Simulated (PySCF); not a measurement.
Molecule: `[BH3-][NH3+]`, BH6N.

Geometry:
```
atom   x (Å)   y (Å)   z (Å)
  B1  -0.806   0.106  -0.039
  N2   0.813  -0.118   0.005
  H3  -1.219  -0.670  -0.893
  H4  -0.964   1.282  -0.339
  H5  -1.203  -0.163   1.088
  H6   1.047  -1.079   0.253
  H7   1.252   0.495   0.693
  H8   1.238   0.080  -0.902
```

Geometry PBE0-D3(BJ)/def2-SVP throughout; GIAO in PySCF 2.14, gas phase, one conformer, non-relativistic; equivalent atoms averaged; basis pcSseg-2.

Q: How do the absolute shieldings σ depend on the functional? (ppm; last column core-seconds on shared hosts with different chips, so compare them loosely; the GGAs took longer than the global hybrids here, which isn't the general rule, and the cause wasn't traced)

A: 
```csv
functional,kind,B1,N2,H6/H7/H8,H3/H4/H5,core-s
HF,Hartree–Fock,131.5,234.7,28.95,29.70,2.1
LDA,LDA,119.5,225.6,28.06,28.55,6.8
PBE,GGA,118.9,219.9,28.46,28.99,7.7
BLYP,GGA,115.3,214.2,28.61,29.19,8
BP86,GGA,119.4,220.1,28.55,29.08,7.7
OPBE,GGA,122.9,223.4,28.49,29.06,7.9
KT2,GGA,121.6,221.7,28.43,28.96,7.8
KT3,GGA,120.3,218.5,28.56,29.20,7.7
B97-D,GGA,119.4,218.6,28.66,29.28,7.7
B3LYP,global hybrid,119.4,220.5,28.68,29.28,4
PBE0,global hybrid,123.5,226.6,28.59,29.15,4.8
mPW1PW91,global hybrid,123.2,225.8,28.64,29.22,5
WP04,global hybrid,114.0,212.3,28.80,29.96,5.4
B97-2,global hybrid,123.2,224.8,28.69,29.30,5.4
BHandHLYP,global hybrid,124.2,227.3,28.75,29.42,5.2
CAM-B3LYP,range-separated hybrid,122.0,226.1,28.69,29.23,6.9
wB97X-D,range-separated hybrid,124.7,227.3,28.76,29.30,6.9
LC-wPBE,range-separated hybrid,126.4,233.7,28.80,29.29,10
```

Q: Which nucleus moves most, in ppm?

A: N2 (donor nitrogen of a Lewis adduct): from 212.3 ppm with WP04 to 234.7 ppm with HF. The smallest spread is 0.89 ppm, at H6/H7/H8.
